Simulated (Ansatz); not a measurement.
Cadmium, hcp: convergence with cold smearing

Computed with Ansatz, PBE, scalar-relativistic PAW, on the relaxed cell (a = 3.001 Å, c = 5.926 Å (c/a = 1.975); spin not included). Errors count from a run at 420 eV on a Γ-centred 20×20×9 mesh with Fermi-Dirac smearing of 0.1 eV, extrapolated to zero width. Fixed here: cutoff 420 eV, mesh 12×12×6. The SCF starts from atomic densities corrected by a trained network.

| width (eV) | E(σ→0) error (meV/atom) | F error (meV/atom) | P (GPa) | SCF iterations |
| --- | --- | --- | --- | --- |
| 0.01 | -5.6 | -5.6 | -0.09 | 5 |
| 0.03 | -5.6 | -5.7 | -0.07 | 6 |
| 0.1 | -5.8 | -5.8 | -0.04 | 6 |
| 0.2 | -5.8 | -5.9 | -0.04 | 5 |
| 0.3 | -6.2 | -5.7 | -0.03 | 5 |
| 0.6 | -5.8 | -2.6 | 0.03 | 5 |
| 1.0 | 0.3 | 3.4 | 0.25 | 5 |
